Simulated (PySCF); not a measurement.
Geometry:
| atom | x (Å) | y (Å) | z (Å) |
| --- | --- | --- | --- |
| O1 | 0.844 | -0.585 | -1.108 |
| S2 | 0.162 | -0.041 | 0.018 |
| O3 | 0.726 | 0.179 | 1.307 |
| F4 | -1.181 | -0.843 | 0.202 |
| F5 | -0.544 | 1.292 | -0.437 |

Geometry: PBE0-D3(BJ)/def2-SVP; GIAO absolute shieldings from PySCF 2.14.0 with density-fitted response routines, gas phase, non-relativistic, averaged over equivalent atoms.

At PBE0/def2-SVP (74 basis functions, 3.3 s wall time on 1 thread of an Intel Xeon 6975P-C, shared host):
```json
{"atoms": "O1/O3", "σ (ppm)": "106.7"}
{"atoms": "S2", "σ (ppm)": "253.8"}
{"atoms": "F4/F5", "σ (ppm)": "134.5"}
```

Task: Predict the values at PBE0/def2-TZVP on the same geometry.

Result: 
```tsv
atoms	σ at PBE0/def2-TZVP	change
O1/O3	94.0	-12.7
S2	147.4	-106.4
F4/F5	106.0	-28.5
```

The largest change is at S2 (sulfonyl sulfur). Cost: 161 basis functions, 9.7 s wall time on 1 thread of an Intel Xeon 6975P-C, shared host.
